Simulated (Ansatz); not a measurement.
```yaml
crystal:
  periodic: [false, false, false]
  atoms:
    - {symbol: O, position_ang: [-0.330710, 0.789614, 1.623580]}
    - {symbol: C, position_ang: [0.319819, 0.176323, 0.776983]}
    - {symbol: C, position_ang: [0.124619, -0.041602, -0.479795]}
    - {symbol: S, position_ang: [1.092447, -0.900712, -1.446637]}
    - {symbol: Cl, position_ang: [-1.183480, 0.990054, -1.029522]}
    - {symbol: H, position_ang: [-1.020089, 1.447631, 1.282043]}
    - {symbol: H, position_ang: [0.955673, -0.573135, 1.290699]}
    - {symbol: H, position_ang: [0.195827, -1.739644, -1.799031]}
basis:
  gaussian: {orbitals: def2-mTZVP}
total_charge: -2
hamiltonian: {xc: {name: r2SCAN0}}
```

```sh
$ ansatz run in.yaml --threads 2 --pin off --events-out ev --progress --plain --max-ram 4352MiB
```

Output, abridged:

```
Functional definition: r2SCAN0
1110 factors; their error is unknown
mean field evaluation 1: about -27506.7737 eV, gradient 3.9e1 eV
mean field evaluation 2: about -27485.7600 eV, gradient 8.8e1 eV
mean field evaluation 4: about -27508.4701 eV, gradient 3.2e1 eV
mean field evaluation 8: about -27513.4484 eV, gradient 1.4e0 eV
mean field evaluation 16: about -27513.5941 eV, gradient 4.1e-2 eV
mean field -27513.59415703 eV, -1011.1059358869 hartree, gradient 2.2e-5 eV, S^2 0.000000; 3 other end points of the search recorded, 0 dependent functions left out
reference -27513.59416463 eV, -1011.1059361663 hartree; 29, 29 occupied and 86, 86 virtual orbitals, 1110 factors
Total energy: -27513.59416463 eV, -1011.1059361663 hartree
```

Q: Something in this input is off. What?

A: The charge is far from anything that the molecule holds. The run converged. The result belongs to that input, not to the molecule as meant.
